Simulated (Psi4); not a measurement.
Reaction (SMILES): FOF + H+ → F[OH+]F
B3LYP-D3(BJ)/def2-TZVP geometries, fixed; electronic energies without zero-point terms; positive where energy is released.

Effect of the treatment of two-electron integrals at M06-2X/def2-TZVP with Psi4, against the last row, where the proton affinity is 110.97 kcal/mol. The proton sits at the site shown, which need not be the one that binds it best.

| setting | largest shift of a total energy (mEh) | shift of the proton affinity (kcal/mol) |
|---|---|---|
| scf_type: df | 0.024 | 0.011 |
| scf_type: cd | 0.027 | 0.006 |
| scf_type: pk | 0.000 | 0.000 |

Within 0.02 kcal/mol in the proton affinity: scf_type: df; scf_type: cd. The largest shift is 0.027 mEh in a total energy and 0.011 kcal/mol in the difference.
